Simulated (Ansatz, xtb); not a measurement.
**Relative energy of two structures of H6Si3**

We compare I, a singlet given by its coordinates, with II, `[SiH2]1[SiH2][SiH2]1`, a singlet. Both are isolated molecules in the gas phase, relaxed with BLYP-D3(BJ)/def2-SVP.

I (Å):

```xyz
9

Si    0.1846    0.0753    2.5026
Si   -1.2349   -0.6400   -0.9968
Si    0.4679    0.2704    0.3398
H    -0.9459   -2.0575   -1.4025
H    -2.5089   -0.5995   -0.2048
H    -1.1950    0.2672    3.0570
H     1.2346    0.5232    3.4754
H    -1.4129    0.1755   -2.2456
H     1.8703    0.0460   -0.1519
```

Close contacts (Å): Si1–Si3 2.19, Si2–Si3 2.35, Si1–H6 1.50, Si1–H7 1.50, Si2–H4 1.50, Si2–H5 1.50, Si2–H8 1.50, Si3–H9 1.50.

II (Å):

```tsv
atom	x (Å)	y (Å)	z (Å)
Si	-0.2405	-1.6015	3.6170
Si	-1.0721	0.0826	2.1868
Si	0.4353	-1.5333	1.3561
H	0.7513	-1.2187	4.6726
H	-1.1675	-2.6928	4.0579
H	-0.5881	1.4879	2.3754
H	-2.5050	0.0138	1.7548
H	1.8378	-1.1124	1.0389
H	-0.0830	-2.5821	0.4202
```

Energies in hartree; the thermal terms are from BLYP-D3(BJ)/def2-SVP harmonic frequencies (ideal gas, rigid rotor, one conformer each, 298.15 K, 1 atm) and include the zero-point energy:

```
                               I           II
E, CCSD(T)/def2-TZVP  −870.676187  −870.691054
   zero-point energy     0.047692     0.047674
        H(298 K) − E     0.055620     0.055187
        G(298 K) − E     0.017022     0.020037
```

Task: Work out ΔE, ΔE₀, ΔH and ΔG for I → II in kJ/mol (1 Eh = 2625.50 kJ/mol) and the equilibrium ratio [II]/[I].

Result: 1. ΔE = −870.691054 − (−870.676187) = −0.014867 Eh = −39.03 kJ/mol.
2. ΔE₀ = ΔE + ΔZPE = −0.014867 + (−0.000018) Eh = −39.08 kJ/mol.
3. ΔH = ΔE + (−0.000433) Eh = −40.17 kJ/mol.
4. ΔG = ΔE + (+0.003015) Eh = −31.12 kJ/mol, so ΔS = (ΔH − ΔG)/T = −30.4 J/(mol K).
5. kT = 0.9442 mEh, so K = [II]/[I] = exp(−ΔG/kT) = exp(+12.55) ≈ 2.8 × 10^5.

Structure II is favoured at this temperature. An error of 4 kJ/mol in ΔG would change K by a factor of 5. GFN2-xTB gave ΔE the other sign. Mirror images and further conformers aren't counted.

Other levels gave ΔE = +49.7 (GFN2-xTB); −100.5 (HF/STO-3G, GFN2-xTB geometries); −59.0 (r2SCAN-D4/def2-SVP, GFN2-xTB geometries); −25.5 (BLYP-D3(BJ)/def2-SVP); −51.2 (HF/def2-TZVP); −46.2 (MP2/def2-TZVP) kJ/mol. The correlated steps freeze 15 core orbitals. Programs: Ansatz 0.2.0, xtb 6.7.1.
